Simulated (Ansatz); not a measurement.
A nudged elastic band was laid between two geometries of CH$_{3}$ClSi (6 atoms, charge 0, multiplicity 1).

All numbers below come from RKS PBE/cc-pVDZ (Ansatz).

```json
{"movable images": "7", "climbing image": "yes", "spring": "5.0 eV/Å²", "optimiser": "quadratic models (default)", "start path": "through a guess of the saddle point", "force threshold": "0.05 eV/Å", "iteration limit": "60", "end points": "relaxed"}
```

Initial state:

```xyz
6
Properties=species:S:1:pos:R:3
C -0.429 0.383 -0.181
Si 0.235 -0.639 1.304
Cl 1.890 -1.577 0.309
H 0.352 1.092 -0.537
H -1.336 0.959 0.099
H -0.670 -0.282 -1.040
```

Final state:

```xyz
6
Properties=species:S:1:pos:R:3
C -0.291 0.469 -0.244
Si 1.188 -0.040 0.869
Cl 0.945 -2.170 0.739
H -0.357 1.572 -0.347
H -1.244 0.091 0.190
H -0.199 0.014 -1.254
```

**Question.** Which bonds break or form, and what moves?

**Answer.** No bond is made or broken. The dihedral H4–C1–Si2–Cl3 goes from -60 to -179°. The two ends are copies of one structure, up to a mirror image or an exchange of like atoms.

**Question.** What energy profile does the band end with?

**Answer.** The run converged. The highest image is number 4 of 0 to 8, 0.013 eV above the ends, which have the same energy within 2 meV. A vibrational analysis at the climbing image gives one clearly imaginary mode, 80i cm⁻¹: a first-order saddle point.

```json
{"image": "0", "path coordinate (Å)": "0.00", "energy (eV)": "0.000", "dihedral H4–C1–Si2–Cl3 (°)": "-60"}
{"image": "1", "path coordinate (Å)": "0.29", "energy (eV)": "0.001", "dihedral H4–C1–Si2–Cl3 (°)": "-77"}
{"image": "2", "path coordinate (Å)": "0.59", "energy (eV)": "0.005", "dihedral H4–C1–Si2–Cl3 (°)": "-93"}
{"image": "3", "path coordinate (Å)": "0.88", "energy (eV)": "0.011", "dihedral H4–C1–Si2–Cl3 (°)": "-108"}
{"image": "4", "path coordinate (Å)": "1.17", "energy (eV)": "0.013", "dihedral H4–C1–Si2–Cl3 (°)": "-124"}
{"image": "5", "path coordinate (Å)": "1.46", "energy (eV)": "0.011", "dihedral H4–C1–Si2–Cl3 (°)": "-138"}
{"image": "6", "path coordinate (Å)": "1.75", "energy (eV)": "0.005", "dihedral H4–C1–Si2–Cl3 (°)": "-152"}
{"image": "7", "path coordinate (Å)": "2.05", "energy (eV)": "0.001", "dihedral H4–C1–Si2–Cl3 (°)": "-166"}
{"image": "8", "path coordinate (Å)": "2.34", "energy (eV)": "0.000", "dihedral H4–C1–Si2–Cl3 (°)": "-179"}
```

**Question.** What is the geometry of the highest image?

**Answer.** 
```xyz
6
Properties=species:S:1:pos:R:3
C -0.355 0.415 -0.225
Si 0.681 -0.232 1.257
Cl 1.466 -2.035 0.401
H 0.004 1.443 -0.464
H -1.404 0.547 0.129
H -0.350 -0.202 -1.144
```

The band took 5 iterations and of the order of 60 core-seconds.

The run took 62 s on 1 thread of Arm Neoverse V1, with other jobs on the host, peak memory 0.23 GiB.
